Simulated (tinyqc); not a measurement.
Inside a calculation. Method: extended Hueckel theory, for LiH. Computed by tinyqc, a small Python program that keeps every step (integrals from PySCF). Settings: charge = 0, K = 1.5, weighted = 1, multiplicity = 1. Command: `OMP_NUM_THREADS=1 python tinyqc.py 29140 29141 out.jsonl` (the two numbers bound the seeds that draw the settings). One thread of a shared host (Intel(R) Xeon(R) Processor @ 2.60GHz), about 0.01 s of CPU time with the checks.

## Overlaps

Geometry (angstrom):

| atom | x | y | z |
|---|---|---|---|
| Li | 0.00000 | 0.00000 | 0.00000 |
| H | 0.00000 | 0.00000 | 1.66800 |

Parameters chosen for this run:

| element | shell | Slater exponent | H_ii (eV) |
|---|---|---|---|
| H | 1s | 1.30000 | -13.60000 |
| Li | 2s | 0.65000 | -5.40000 |
| Li | 2p | 0.65000 | -3.50000 |

Slater orbitals, each expanded in six Gaussians scaled to its exponent.

overlap S, lower triangle:
```
          1Li 2s  1Li 2px  1Li 2py  1Li 2pz    2H 1s
1Li 2s   1.00000
1Li 2px  0.00000  1.00000
1Li 2py  0.00000  0.00000  1.00000
1Li 2pz  0.00000  0.00000  0.00000  1.00000
2H 1s    0.34882  0.00000  0.00000  0.47298  1.00000
```

## Wolfsberg-Helmholz matrix

diagonal H_ii (eV): 1Li 2s -5.40000, 1Li 2px -3.50000, 1Li 2py -3.50000, 1Li 2pz -3.50000, 2H 1s -13.60000

K = 1.50000

H_ij = K' S_ij (H_ii + H_jj)/2 for i != j (the diagonal keeps H_ii), with K' = K + D^2 + D^4 (1 - K), D = (H_ii - H_jj)/(H_ii + H_jj), K = 1.5.

H (eV), lower triangle:
```
           1Li 2s   1Li 2px   1Li 2py   1Li 2pz      2H 1s
1Li 2s   -5.40000
1Li 2px   0.00000  -3.50000
1Li 2py   0.00000   0.00000  -3.50000
1Li 2pz   0.00000   0.00000   0.00000  -3.50000
2H 1s    -5.53038   0.00000   0.00000  -7.23062  -13.60000
```

## Orbitals

valence electrons = 2

Solve H C = S C e through S^(-1/2); fill by pairs from the bottom, a degenerate level sharing its electrons equally; each orbital has its largest coefficient positive (the first on a tie).

orbital energies (eV): -13.72037  -4.85019  -3.50000  -3.50000  3.03770

occupations: 2.00000  0.00000  0.00000  0.00000  0.00000

coefficients:
```
             MO1       MO2      MO3       MO4       MO5
1Li 2s   0.08365   0.88882  0.00000   0.00000   0.62359
1Li 2px  0.00000   0.00000  0.82882  -0.55951   0.00000
1Li 2py  0.00000   0.00000  0.55951   0.82882   0.00000
1Li 2pz  0.06780  -0.46548  0.00000   0.00000   1.05852
2H 1s    0.93483  -0.12731  0.00000   0.00000  -0.79843
```

sum of one-electron energies = -27.44074 eV

Within a degenerate level the vectors are fixed only up to a rotation; this is one choice.

## Mulliken analysis

P = C n C^T; charge = valence electrons (H 1, Li 1) minus the sum of (P S)_ii on the atom; overlap population = 2 sum P_ij S_ij between two atoms.

charges: 1Li 0.86231, 2H -0.86231

Overlap populations:

| pair | value |
|---|---|
| 2-1 | 0.229006 |
